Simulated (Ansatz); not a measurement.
A nudged elastic band was laid between two geometries of AlH$_{4}$OS (7 atoms, charge 1, multiplicity 1).

These are results of Ansatz, RKS r2SCANh/def2-SVP, not measurements.

- movable images: 5
- climbing image: yes
- spring: 5.0 eV/Å²
- optimiser: quadratic models (default)
- start path: IDPP
- force threshold: 0.05 eV/Å
- iteration limit: 60
- end points: relaxed

Initial state:

```xyz
7
Properties=species:S:1:pos:R:3
Al -1.313 0.530 -0.876
O 0.151 -0.019 0.013
S 1.589 -0.344 0.479
H -1.847 -0.604 -1.804
H -1.683 1.990 -0.473
H 1.605 0.099 1.777
H 1.498 -1.652 0.884
```

Final state:

```xyz
7
Properties=species:S:1:pos:R:3
Al -1.124 0.795 -0.901
O 0.220 0.242 0.185
S 0.821 -1.121 0.672
H -1.874 -0.431 -1.517
H -1.161 2.352 -0.920
H 0.957 -0.905 2.017
H 2.161 -0.932 0.464
```

Problem. Which bonds break or form, and what moves?

Solution. No bond is made or broken. The height of S3 over the plane of its neighbours goes from 0.68 to -0.69 Å.

Problem. What energy profile does the band end with?

Solution. The run converged. The highest image is number 3 of 0 to 6, 0.031 eV above the first end and 0.063 eV above the last; the last end lies 0.032 eV below the first. Beside the main top the profile has a ripple of under 15 meV (maxima at images 1, 3), which may be a very shallow well or noise. A structure lower than the first end lies on the path between it and the top, so the climb from that side starts below the end, which may itself be a saddle point or a shallow side well. A vibrational analysis at the climbing image gives one clearly imaginary mode, 118i cm⁻¹: a first-order saddle point. Limits of this set-up: the dipole of an ion depends on the origin.

| image | path coordinate (Å) | energy (eV) | height of S3 over the plane of its neighbours (Å) |
| --- | --- | --- | --- |
| 0 | 0.00 | 0.000 | 0.68 |
| 1 | 1.77 | 0.011 | 0.67 |
| 2 | 3.54 | -0.008 | 0.70 |
| 3 | 5.31 | 0.031 | -0.67 |
| 4 | 6.52 | -0.001 | -0.67 |
| 5 | 7.74 | -0.002 | -0.68 |
| 6 | 8.95 | -0.032 | -0.69 |

Problem. What is the geometry of the highest image?

Solution. 
```xyz
7
Properties=species:S:1:pos:R:3
Al -1.147 0.502 -0.885
O -0.211 -0.702 0.087
S 1.025 -1.029 0.972
H -2.435 -0.147 -1.467
H -0.399 1.879 -0.874
H 1.076 -0.002 1.884
H 2.090 -0.501 0.283
```

The run took 15 min on 1 thread of Arm Neoverse V1, on a shared host, peak memory 0.15 GiB.
